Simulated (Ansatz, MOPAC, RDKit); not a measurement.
Molecule: methylsilane, CH$_{6}$Si (charge 0, singlet). SMILES: C[SiH3]

Atoms: C1, Si2, H3, H4, H5, H6, H7, H8. Bonds: C1-Si2, C1-H3, C1-H4, C1-H5, Si2-H6, Si2-H7, Si2-H8.

Bond lengths (Å) and angles (degrees) optimised at UFF with RDKit; PM3 with MOPAC; PM7 with MOPAC; MNDO with MOPAC; HF/6-31G* with Ansatz (an electronic-structure program); B3LYP/6-31G* with Ansatz, each started from the B3LYP-D3(BJ)/def2-TZVP structure (Ansatz) of the last column. A row stands for all coordinates that are equal there; 6 of 7 kinds are shown. 6-31G* holds six Cartesian d functions. No wavenumbers were computed at UFF, MNDO, so these may be saddle points.

| coordinate | UFF | PM3 | PM7 | MNDO | HF/6-31G* | B3LYP/6-31G* | B3LYP-D3(BJ)/def2-TZVP |
|---|---|---|---|---|---|---|---|
| C1-Si2 | 1.866 | 1.864 | 1.849 | 1.800 | 1.888 | 1.889 | 1.876 |
| C1-H3 | 1.109 | 1.095 | 1.106 | 1.107 | 1.086 | 1.095 | 1.091 |
| Si2-H6 | 1.470 | 1.493 | 1.455 | 1.379 | 1.478 | 1.490 | 1.483 |
| Si2-C1-H3 | 109.4 | 111.6 | 112.2 | 112.0 | 111.1 | 111.0 | 110.9 |
| C1-Si2-H6 | 109.4 | 110.7 | 110.1 | 110.0 | 110.6 | 110.9 | 110.6 |
| H3-C1-H4 | 109.5 | 107.2 | 106.7 | 106.9 | 107.8 | 107.9 | 108.0 |

Mean signed difference of all 7 bond lengths from B3LYP-D3(BJ)/def2-TZVP: UFF 0.001 Å, PM3 0.004 Å, PM7 -0.010 Å, MNDO -0.049 Å, HF/6-31G* -0.003 Å, B3LYP/6-31G* 0.006 Å.
